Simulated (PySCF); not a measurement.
PySCF input (TPSSh/def2-TZVPD):

```python
from pyscf import gto, scf, dft

mol = gto.M(
    atom='''
    S     0.00049414    0.06450114    1.16622654
    C    -0.00143610    1.37701627    0.02005522
    C     0.00130320   -1.23742310    0.00830037
    C    -0.00137378    0.74802200   -1.22132953
    C     0.00011948   -0.68488477   -1.24455526
    H     0.00253092   -2.28684857    0.26962575
    H    -0.00241967    1.31834414   -2.14933417
    H     0.00030568   -1.27989620   -2.15474108
    ''',
    basis='def2-tzvpd',
    charge=-1,
    spin=0,
    verbose=4,
)

mf = dft.RKS(mol, xc='tpssh').density_fit(auxbasis='def2-universal-jkfit')
mf.grids.level = 3
mf.conv_tol = 1e-9
mf.max_cycle = 100
mf.max_memory = 1500
mf.kernel()
if not mf.converged:
    mf = mf.newton()
    mf.kernel(mf.make_rdm1())
mf.analyze()
```

Output:

```
PySCF version 2.14.0

[INPUT] verbose = 4
[INPUT] num. atoms = 8
[INPUT] num. electrons = 44
[INPUT] charge = -1
[INPUT] spin (= nelec alpha-beta = 2S) = 0
[INPUT] symmetry False subgroup None
[INPUT] Mole.unit = angstrom
[INPUT] Symbol           X                Y                Z      unit          X                Y                Z       unit  Magmom
[INPUT]  1 S      0.000494140000   0.064501140000   1.166226540000 AA    0.000933789267   0.121889489322   2.203848759799 Bohr   0.0
[INPUT]  2 C     -0.001436100000   1.377016270000   0.020055220000 AA   -0.002713835687   2.602183619370   0.037898873168 Bohr   0.0
[INPUT]  3 C      0.001303200000  -1.237423100000   0.008300370000 AA    0.002462691086  -2.338390759210   0.015685426033 Bohr   0.0
[INPUT]  4 C     -0.001373780000   0.748022000000  -1.221329530000 AA   -0.002596067955   1.413556715149  -2.307978319544 Bohr   0.0
[INPUT]  5 C      0.000119480000  -0.684884770000  -1.244555260000 AA    0.000225784477  -1.294244642186  -2.351868588287 Bohr   0.0
[INPUT]  6 H      0.002530920000  -2.286848570000   0.269625750000 AA    0.004782745643  -4.321517485653   0.509518823630 Bohr   0.0
[INPUT]  7 H     -0.002419670000   1.318344140000  -2.149334170000 AA   -0.004572513612   2.491309362525  -4.061652931469 Bohr   0.0
[INPUT]  8 H      0.000305680000  -1.279896200000  -2.154741080000 AA    0.000577651482  -2.418653285872  -4.071870510550 Bohr   0.0

nuclear repulsion = 191.432442032972
number of shells = 83
number of NR pGTOs = 313
number of NR cGTOs = 221
basis = def2-tzvpd
ecp = {}

******** <class 'pyscf.df.df_jk.DFRKS'> ********
method = DFRKS
initial guess = minao
damping factor = 0
level_shift factor = 0
DIIS = <class 'pyscf.scf.diis.CDIIS'>
diis_start_cycle = 1
diis_space = 8
diis_damp = 0
SCF conv_tol = 1e-09
SCF conv_tol_grad = None
SCF max_cycles = 100
direct_scf = False
XC library pyscf.dft.libxc version 7.1.2
    S. Lehtola, C. Steigemann, M. J. T. Oliveira, and M. A. L. Marques,  SoftwareX 7, 1–5 (2018)
XC functionals = tpssh
    V. N. Staroverov, G. E. Scuseria, J. Tao, and J. P. Perdew,  J. Chem. Phys. 119, 12129 (2003)
radial grids:
    Treutler-Ahlrichs [JCP 102, 346 (1995); DOI:10.1063/1.469408] (M4) radial grids

becke partition: Becke, JCP 88, 2547 (1988); DOI:10.1063/1.454033
pruning grids: <function nwchem_prune>
grids dens level: 3
symmetrized grids: False
atomic radii adjust function: <function treutler_atomic_radii_adjust>
small_rho_cutoff = 0
Set gradient conv threshold to 3.16228e-05
Initial guess from minao.
tot grids = 104776
******** <class 'pyscf.df.df.DF'> ********
auxbasis = def2-universal-jkfit
init E= -553.070759376001
  HOMO = -0.268122818164374  LUMO = -0.0873179251045215  gap/eV = 4.91995
cycle= 1 E= -552.369398134922  delta_E= 0.701  |g|= 0.588  |ddm|= 3.45
[...]
cycle= 12 E= -552.484692840412  delta_E= -3.05e-10  |g|= 1.47e-05  |ddm|= 0.000101
  HOMO = 0.0025838468667207  LUMO = 0.130887147096102  gap/eV = 3.49131
Extra cycle  E= -552.48469284029  delta_E= 1.23e-10  |g|= 2.64e-05  |ddm|= 0.000134
converged SCF energy = -552.48469284029
**** SCF Summaries ****
Total Energy =                        -552.484692840289654
Nuclear Repulsion Energy =             191.432442032971920
One-electron Energy =                -1145.711909056576815
Two-electron Energy =                  401.794774183315269
Two-electron Coulomb Energy =          450.534381533947510
DFT Exchange-Correlation Energy =      -48.739607350632248
HOMO-LUMO gap [eV] =                     3.491310630181642
**** MO energy ****
MO #1   energy= -88.5325415101401  occ= 2
MO #2   energy= -9.94209989465019  occ= 2
MO #3   energy= -9.93078316735668  occ= 2
MO #4   energy= -9.90793711331037  occ= 2
MO #5   energy= -9.89736522351086  occ= 2
MO #6   energy= -7.67725839539246  occ= 2
MO #7   energy= -5.62724557026285  occ= 2
MO #8   energy= -5.62239808322212  occ= 2
MO #9   energy= -5.62132035162223  occ= 2
MO #10  energy= -0.642260696983151 occ= 2
MO #11  energy= -0.501980536655739 occ= 2
MO #12  energy= -0.488656563970126 occ= 2
MO #13  energy= -0.341104902211541 occ= 2
MO #14  energy= -0.309147565855856 occ= 2
MO #15  energy= -0.284137519934951 occ= 2
MO #16  energy= -0.186663594494401 occ= 2
MO #17  energy= -0.167543873326597 occ= 2
MO #18  energy= -0.162810224458448 occ= 2
MO #19  energy= -0.109383360161196 occ= 2
MO #20  energy= -0.0450494182475722 occ= 2
MO #21  energy= -0.0196782617730486 occ= 2
MO #22  energy= 0.0025838468667207 occ= 2
MO #23  energy= 0.130887147096102  occ= 0
MO #24  energy= 0.146490947381247  occ= 0
MO #25  energy= 0.152464440696072  occ= 0
MO #26  energy= 0.165684418139305  occ= 0
MO #27  energy= 0.171808078525972  occ= 0
MO #28  energy= 0.174236493398193  occ= 0
MO #29  energy= 0.181934789656091  occ= 0
MO #30  energy= 0.21858659697288   occ= 0
MO #31  energy= 0.226887795773386  occ= 0
MO #32  energy= 0.232590993970914  occ= 0
MO #33  energy= 0.239782437901588  occ= 0
MO #34  energy= 0.262279820837624  occ= 0
MO #35  energy= 0.281144604291343  occ= 0
MO #36  energy= 0.281355015776247  occ= 0
MO #37  energy= 0.295319427766957  occ= 0
MO #38  energy= 0.297517776946889  occ= 0
MO #39  energy= 0.304379669638827  occ= 0
MO #40  energy= 0.31530607830253   occ= 0
MO #41  energy= 0.34144178835674   occ= 0
MO #42  energy= 0.342723883793085  occ= 0
MO #43  energy= 0.348262086342158  occ= 0
MO #44  energy= 0.364014103179467  occ= 0
MO #45  energy= 0.364140393404417  occ= 0
MO #46  energy= 0.376843842071412  occ= 0
MO #47  energy= 0.378769828154136  occ= 0
MO #48  energy= 0.396720462906945  occ= 0
MO #49  energy= 0.411727117793131  occ= 0
MO #50  energy= 0.414436815702625  occ= 0
MO #51  energy= 0.41462346280903   occ= 0
MO #52  energy= 0.428293424186063  occ= 0
MO #53  energy= 0.439253750248978  occ= 0
MO #54  energy= 0.44595635097318   occ= 0
MO #55  energy= 0.458433970018006  occ= 0
MO #56  energy= 0.470882913714292  occ= 0
MO #57  energy= 0.477416361453671  occ= 0
MO #58  energy= 0.492847484836093  occ= 0
MO #59  energy= 0.496942255262869  occ= 0
MO #60  energy= 0.504832969214767  occ= 0
MO #61  energy= 0.511066443276524  occ= 0
MO #62  energy= 0.522751197404561  occ= 0
MO #63  energy= 0.528365797312186  occ= 0
MO #64  energy= 0.53710757018912   occ= 0
MO #65  energy= 0.552245960041859  occ= 0
MO #66  energy= 0.570415433511132  occ= 0
MO #67  energy= 0.579122883376121  occ= 0
MO #68  energy= 0.583193998299517  occ= 0
MO #69  energy= 0.596473272172902  occ= 0
MO #70  energy= 0.607114385406715  occ= 0
MO #71  energy= 0.61423643799865   occ= 0
MO #72  energy= 0.614890538124462  occ= 0
MO #73  energy= 0.640788485691014  occ= 0
MO #74  energy= 0.648414340053679  occ= 0
MO #75  energy= 0.652072492680743  occ= 0
MO #76  energy= 0.665178163541054  occ= 0
MO #77  energy= 0.670513148786525  occ= 0
MO #78  energy= 0.688324224221197  occ= 0
MO #79  energy= 0.710206399111709  occ= 0
MO #80  energy= 0.7102207237041    occ= 0
MO #81  energy= 0.720236985888691  occ= 0
MO #82  energy= 0.733062905740987  occ= 0
MO #83  energy= 0.765955005554782  occ= 0
MO #84  energy= 0.787573861941815  occ= 0
MO #85  energy= 0.796480211537248  occ= 0
MO #86  energy= 0.81373002488015   occ= 0
MO #87  energy= 0.814077343800894  occ= 0
MO #88  energy= 0.829243009947682  occ= 0
MO #89  energy= 0.840645638067887  occ= 0
MO #90  energy= 0.848057490876609  occ= 0
MO #91  energy= 0.857499652359877  occ= 0
MO #92  energy= 0.860250172010412  occ= 0
MO #93  energy= 0.874162724104442  occ= 0
MO #94  energy= 0.885295816723175  occ= 0
MO #95  energy= 0.896049002341235  occ= 0
MO #96  energy= 0.90983983809756   occ= 0
MO #97  energy= 0.938966614866115  occ= 0
MO #98  energy= 0.960596424151065  occ= 0
MO #99  energy= 0.980675911605262  occ= 0
MO #100 energy= 0.984651774933951  occ= 0
MO #101 energy= 1.03302315889822   occ= 0
MO #102 energy= 1.05423075184725   occ= 0
MO #103 energy= 1.10399642413237   occ= 0
MO #104 energy= 1.11453241472772   occ= 0
MO #105 energy= 1.1870352300848    occ= 0
MO #106 energy= 1.19860645854086   occ= 0
MO #107 energy= 1.22330527703353   occ= 0
[...]
```

It need not be the lowest isomer of its formula. Whether it binds its extra electron was not tested at this geometry.
